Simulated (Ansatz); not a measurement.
A calculation on antifluorite Mg₂Sn returned lattice constant a 6.883 Å, bulk modulus 36.0 GPa, formation enthalpy -0.326 eV/atom.

For reference: lattice constant a 6.766 Å (measured, temperature not stated, not corrected to a static lattice; as tabulated in Freccero, Grin, Wagner, Dalton Trans. (2023), ESI).

Which level of theory produced these numbers?
A. HSE06-D3(BJ) (Ansatz, an electronic-structure program)
B. PBE-D3(BJ) (Ansatz)
C. BLYP (Ansatz)
D. LDA (Ansatz)

C, BLYP (Ansatz)

The others give: LDA 6.663 Å, 46.8 GPa, -0.237 eV/atom; HSE06-D3(BJ) 6.639 Å, 51.3 GPa, -0.246 eV/atom; PBE-D3(BJ) 6.712 Å, 45.0 GPa, -0.179 eV/atom.

Unless a cell is named, each level is at its own relaxed cell (BLYP 27.18, HSE06-D3(BJ) 24.39, LDA 24.65, PBE-D3(BJ) 25.19 Å³/atom).

Caveats: an element that serves as reference has a cell well above its measured volume (BLYP). Ansatz's density-functional and Hartree–Fock values are scalar-relativistic unless marked +SOC, with PAW data made under PBE.
